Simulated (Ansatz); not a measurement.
This Ansatz (a quantum-chemistry and plane-wave program) input (PBE0/6-31G*) gives -1405.03565 Eh with 72 basis functions.

Ansatz 0.2 input:
```yaml
crystal:
  periodic: [false, false, false]
  atoms:
    - {symbol: B, position_ang: [0.00000000, -0.00000000, -0.00000000]}
    - {symbol: Cl, position_ang: [0.00508444, 1.74500655, -0.02473757]}
    - {symbol: Cl, position_ang: [1.50850421, -0.87734968, -0.01892724]}
    - {symbol: Cl, position_ang: [-1.51358865, -0.86765687, 0.04366481]}
basis:
  gaussian:
    orbitals: 6-31G*
hamiltonian:
  xc: {name: PBE0}
magnetization: {spin_polarized: false}
```

Change:
```diff
- orbitals: 6-31G*
+ orbitals: STO-3G
```

**Question.** What does the run give now?

**Answer.** -1389.80004 Eh (PBE0/STO-3G, 32 functions), a change of +15235.61 mEh.
